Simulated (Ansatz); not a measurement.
# BH5SSi: the cost of one run

Computed with Ansatz 0.2.0, Gaussian basis. Level: unrestricted cation, the program's frozen cores in correlated methods.

Levels to be run: UKS PBE-D4/def2-TZVPP; UKS r2SCAN-D4/def2-TZVPP; UKS PBE0-D4/def2-TZVPP; UKS B3LYP-D4/def2-TZVPP; UKS wB97X-V/def2-TZVPP; UKS wB97M-V/def2-TZVPP; UKS B2PLYP/def2-TZVPP; UHF-CCSD(T)/def2-TZVPP; UHF-MP2/def2-QZVPP; extrapolation to the limit; then −ε(HOMO) from the neutral's earlier runs with LDA (SPW92), PBE-D4, revPBE-D4, BLYP-D4, r2SCAN-D4, B97M-V, PBE0-D4, B3LYP-D4, r2SCANh-D4, r2SCAN0-D4, HSE06-D4, BHLYP-D4, CAM-B3LYP-D4, LC-ωPBE, ωB97X-V, ωB97M-V.

### 1 The relaxed structure

An earlier PBE0-D4/def2-TZVP relaxation fixed the geometry.

SMILES `BS[SiH3]`, 8 atoms, charge 0, spin multiplicity 1.

Atoms are counted from 1 here; the program's logs count them from 0.

Bond lengths: B1–S2 1.775 Å, B1–H4 1.195 Å, B1–H5 1.192 Å, S2–Si3 2.156 Å, Si3–H6 1.482 Å, Si3–H7 1.482 Å, Si3–H8 1.483 Å. Angles: S2–B1–H4 121.4°, S2–B1–H5 116.9°, H4–B1–H5 121.7°, B1–S2–Si3 99.5°, S2–Si3–H6 109.9°, S2–Si3–H7 109.9°, S2–Si3–H8 107.0°, H6–Si3–H7 110.0°, H6–Si3–H8 110.0°, H7–Si3–H8 110.0°.

### 2 Cation, UKS PBE-D4/def2-TZVPP

in.yaml reads:

```yaml
crystal:
  periodic: [false, false, false]
  atoms:
    - {symbol: B, position_ang: [-1.172615, 1.088331, -0.564450]}
    - {symbol: S, position_ang: [-1.243134, -0.439550, 0.335900]}
    - {symbol: Si, position_ang: [0.862860, -0.886042, 0.447332]}
    - {symbol: H, position_ang: [-0.130785, 1.557125, -0.913422]}
    - {symbol: H, position_ang: [-2.211502, 1.621919, -0.803137]}
    - {symbol: H, position_ang: [1.570266, 0.196698, 1.171734]}
    - {symbol: H, position_ang: [1.420685, -1.031522, -0.918390]}
    - {symbol: H, position_ang: [0.996322, -2.163958, 1.188635]}
basis:
  gaussian: {orbitals: def2-TZVPP}
total_charge: 1
magnetization: {spin_polarized: true, initial_magnetization: 1}
hamiltonian: {xc: pbe, dispersion: d4}
```

The run is started by

```console
ansatz run in.yaml --threads 2 --pin off --events-out ev --progress --plain --max-ram 4352MiB
```

Q: Estimate wall time and peak memory on 2 threads of Arm Neoverse V1, shared host.

About 18 s, with a peak of 0.48 GiB.
